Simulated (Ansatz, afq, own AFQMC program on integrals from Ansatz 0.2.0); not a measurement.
Two steps: Ansatz 0.2.0 writes the Fock matrix and Cholesky factors of the valence space, and afq projects on them the lowest state that overlaps trial and start.

```yaml
crystal:
  periodic: [false, false, false]
  atoms:
    - {symbol: C, position_ang: [0.000000, 0.000000, 0.661488]}
    - {symbol: C, position_ang: [0.000000, 0.000000, -0.661488]}
    - {symbol: H, position_ang: [0.000000, 0.923180, 1.230974]}
    - {symbol: H, position_ang: [0.000000, -0.923180, 1.230974]}
    - {symbol: H, position_ang: [0.000000, 0.923180, -1.230974]}
    - {symbol: H, position_ang: [0.000000, -0.923180, -1.230974]}
basis:
  gaussian: {orbitals: 6-31G}
magnetization: {spin_polarized: true, initial_magnetization: 0}
correlation: {method: ccsd_t, electrons: outside_noble_gas, hamiltonian_folder: ham}
```

```sh
$ ansatz run in.yaml --threads 1 --pin off --events-out ev --progress --plain --max-ram 1382MiB
```

Options of the walk:

```
--method phaseless --trial cisd --walkers 180 --populations 1 --least-time 40 --time-step 0.005 --steps-per-block 50 --equilibration-blocks 28 --max-blocks 300 --target-error 0.00042 --factor-cut 1e-05 --start spin_pure --seed 9314 --release-times 0.24,0.51,0.99,1.62,2.4 --release-step 0.03 --release-every 4 --taylor-order 6
```

Times are imaginary, in 1/Eh. The walk had a cap of 529 s.

Output of the walk:

```
orbitals 24  electrons 6 6  factors 177 of 382
reference energy -78.00410498 Eh
CCSD correlation -0.20642514 Eh in 8 cycles, weight of the determinant in the CISD state 0.8967
energy of the start -78.210530 Eh
 block  time / (1/Eh)  mean weight  energy / Eh
     1     0.250  1.0000  -78.207622
     2     0.500  0.9996  -78.209119
     3     0.750  1.0003  -78.209991
     4     1.000  1.0002  -78.210906
     5     1.250  0.9995  -78.210466
     7     1.750  1.0017  -78.212335
     9     2.250  0.9996  -78.214725
    13     3.250  1.0001  -78.215035
    21     5.250  1.0004  -78.216275
    29     7.250  1.0004  -78.215586
    37     9.250  1.0002  -78.213558
    45    11.250  0.9999  -78.218446
    53    13.250  0.9982  -78.217661
    61    15.250  1.0006  -78.224822
    69    17.250  1.0001  -78.216873
    77    19.250  0.9997  -78.218190
    85    21.250  1.0004  -78.216945
    93    23.250  0.9992  -78.213969
   101    25.250  0.9994  -78.218664
   109    27.250  1.0006  -78.218255
   117    29.250  1.0010  -78.214777
   125    31.250  1.0005  -78.215520
   133    33.250  0.9988  -78.222933
   141    35.250  0.9997  -78.215035
   145    36.250  0.9996  -78.211487
   149    37.250  1.0003  -78.214728
   157    39.250  0.9985  -78.214255
   165    41.250  1.0005  -78.213322
   173    43.250  1.0007  -78.214121
   181    45.250  0.9999  -78.219933
   185    46.250  0.9996  -78.214628
blocks merged  error / Eh  count
     1  0.000242  160
     2  0.000296  80
     4  0.000361  40
     8  0.000385  20
    16  0.000417  10
released: time / (1/Eh)  energy / Eh  error  mean overlap
  0.24  -78.216371  0.000342  1.0053
  0.51  -78.216558  0.000305  1.0018
  0.99  -78.216606  0.000316  1.0056
  1.62  -78.216511  0.000325  1.0020
  2.40  -78.216159  0.000408  1.0019
energy -78.216310 +/- 0.000385 Eh
(rows thinned)
```

The run passed its tests (sampling time, drift between the halves within three errors, error under three times the target), which doesn't prove that it has relaxed.

Against this walk (error 10.5 meV) on the same determinant: CCSD(T) 17.3 meV higher (within the noise), CCSDT(Q) 1.5 meV lower (within the noise). The error is statistical and leaves out the bias of the constraint. Released to 2.40 1/Eh the energy moves by 4 ± 15 meV (both errors), within twice the noise.

Cautions: constraint bias not in the error; the determinant is a saddle point among determinants of its kind.

The walk took 3.9 min on 1 thread of Arm Neoverse V2, on a shared host. The log's last line is the phaseless energy.

CCSDT and higher add their correlation energy to the determinant of the CCSD(T) run, since their own runs factorise the integrals more tightly (a shift of under 2 meV). A walk keeps the symmetry of its determinant, which the program's search chose and which needn't be the lowest solution, so a lower state of the same spin and another symmetry isn't excluded.
